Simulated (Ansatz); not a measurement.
Input file:

```yaml
crystal:
  periodic: [false, false, false]
  atoms:
    - {symbol: Sn, position_ang: [0.000000, -0.028624, 0.000000]}
    - {symbol: H, position_ang: [0.000000, 1.685584, -2.949196]}
    - {symbol: H, position_ang: [0.000000, 1.685584, 2.949196]}
basis:
  gaussian: {orbitals: def2-TZVP}
magnetization: {spin_polarized: false, initial_magnetization: 2}
correlation: {method: mp2, electrons: outside_noble_gas}
output: {forces: true}
```

```sh
$ ansatz run in.yaml --threads 1 --pin off --events-out ev --progress --plain --max-ram 2393MiB
```

Output:

```
578 factors; integrals over basis functions are off by at most 2.0e-4 eV
mean field evaluation 1: about -5828.8129 eV, gradient 7.5e0 eV
mean field evaluation 2: about -5828.8155 eV, gradient 7.5e0 eV
mean field evaluation 4: about -5829.5300 eV, gradient 7.2e-1 eV
mean field evaluation 8: about -5829.5343 eV, gradient 2.0e-1 eV
mean field evaluation 16: about -5829.5348 eV, gradient 6.5e-4 eV
mean field evaluation 32: about -5828.8129 eV, gradient 7.5e0 eV
mean field evaluation 64: about -5830.8856 eV, gradient 1.1e-1 eV
mean field evaluation 96: about -5829.5348 eV, gradient 1.2e-6 eV
mean field evaluation 128: about -5830.9424 eV, gradient 3.8e0 eV
mean field evaluation 160: about -5830.9601 eV, gradient 1.1e-1 eV
mean field evaluation 192: about -5830.6315 eV, gradient 5.0e-2 eV
mean field evaluation 224: about -5830.9641 eV, gradient 2.4e0 eV
mean field evaluation 256: about -5829.5339 eV, gradient 2.1e-1 eV
mean field evaluation 288: about -5830.9322 eV, gradient 2.6e0 eV
mean field evaluation 320: about -5829.5348 eV, gradient 6.3e-4 eV
mean field -5831.00157231 eV, -214.2853553875 hartree, gradient 2.4e-6 eV, S^2 2.000000; 22 other end points of the search recorded, 0 dependent functions left out
unrestricted determinant -5832.26473948 eV, -214.3317759250 hartree, S^2 2.9219
9 core orbitals not correlated: weight in the atoms' cores, before any rotation towards them, 1.000 or more for the frozen orbitals, at most 0.000 for the correlated occupied ones
reference -5831.00157231 eV, -214.2853553875 hartree; 4, 2 occupied and 49, 51 virtual orbitals, 578 factors
second order -1.51463660 eV of doubles, -0.00052779 eV of singles
the calculation of the forces begins
Total energy: -5832.51673670 eV, -214.3410366518 hartree
Atom 0 at     0.000000    -0.028624     0.000000 Å, force    -0.000000     0.013038     0.000000 eV/Å
Atom 1 at     0.000000     1.685584    -2.949196 Å, force     0.000000    -0.006519     0.011575 eV/Å
Atom 2 at     0.000000     1.685584     2.949196 Å, force    -0.000000    -0.006519    -0.011575 eV/Å
Dipole moment:     0.000000     0.020568     0.000000 e Å
```

Forces (eV/Å):
```
Sn   0.000  0.013  0.000
H    0.000 -0.007  0.012
H    0.000 -0.007 -0.012
```

Ran on 1 thread of Arm Neoverse V2, shared host: 5 s wall, 0.11 GiB peak host memory.
